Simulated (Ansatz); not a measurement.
Geometry optimisation, RKS PBE-D4/def2-SVP (Ansatz).

Input file:

```yaml
crystal:
  periodic: [false, false, false]
  atoms:
    - { symbol: Na, position_ang: [-1.93573, -1.01859, -1.6961] }
    - { symbol: C, position_ang: [-0.43176, -0.74893, -0.00896] }
    - { symbol: Si, position_ang: [0.59125, 0.61615, 0.3064] }
    - { symbol: H, position_ang: [-0.32232, -1.59062, 0.67935] }
    - { symbol: H, position_ang: [0.48891, 1.78849, -0.59418] }
    - { symbol: H, position_ang: [1.60965, 0.95349, 1.31349] }
basis:
  gaussian: { orbitals: def2-SVP }
hamiltonian:
  xc: pbe
  dispersion: d4
relax:
  f_tol: 0.02
  max_steps: 50
```

Launched with:

```bash
$ ansatz run input.yaml --threads 1 --pin off --max-ram 2048MiB --backend cpu --events-out ev --progress --plain --runs-dir out
```

Q: Where does it end, and by what steps?

A: The forces met the threshold. After 6 steps the energy has fallen by 0.068 eV; Na1 moved furthest, 0.19 Å.

```tsv
step	energy less start (eV)	largest force component (eV/Å)	accepted
0	0.0000	0.807	yes
1	-0.0610	0.275	yes
2	-0.0657	0.064	yes
3	-0.0660	0.062	yes
4	-0.0627	0.180	no
5	-0.0676	0.028	yes
6	-0.0679	0.002	yes
```

```xyz
6
Properties=species:S:1:pos:R:3
Na -1.857 -0.847 -1.707
C -0.418 -0.813 0.039
Si 0.545 0.599 0.264
H -0.271 -1.634 0.771
H 0.413 1.769 -0.683
H 1.587 0.925 1.316
```

Time of the run: 38 s on 1 CPU thread of a shared host.
